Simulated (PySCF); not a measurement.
## Working out the ionisation energy of Ne

Ne [Ne] (1S) → Ne⁺ [He] 2s2 2p5 (2P). Computed with PySCF 2.14 in ANO-RCC-VTZP (4s3p2d1f, 30 functions), with scalar relativity by spin-free X2C-1e. Frozen: nothing. Energies in hartree (1 hartree = 27.21139 eV):

```json
{"part": "UHF", "Ne (lower)": "-128.683726", "Ne⁺ (upper)": "-127.961379"}
{"part": "MP2 opposite-spin", "Ne (lower)": "-0.206711", "Ne⁺ (upper)": "-0.158281"}
{"part": "MP2 same-spin", "Ne (lower)": "-0.074703", "Ne⁺ (upper)": "-0.051587"}
```

What does Hartree-Fock give?

(-127.961379) − (-128.683726) = 0.722347 hartree = 19.656 eV.

What do MP2 and SCS-MP2 (6/5 opposite-spin, 1/3 same-spin) give?

The opposite-spin parts differ by 1.318 eV and the same-spin parts by 0.629 eV. MP2: 19.656 + (1.318) + (0.629) = 21.603 eV. SCS-MP2: 19.656 + 1.2 × (1.318) + (0.629)/3 = 21.447 eV.

Measured between the centres of the two terms (NIST): 21.597 eV, so MP2 (valence and next inner shell) is off by 0.006 eV.

What remains against the reference includes basis incompleteness and correlation beyond second order.
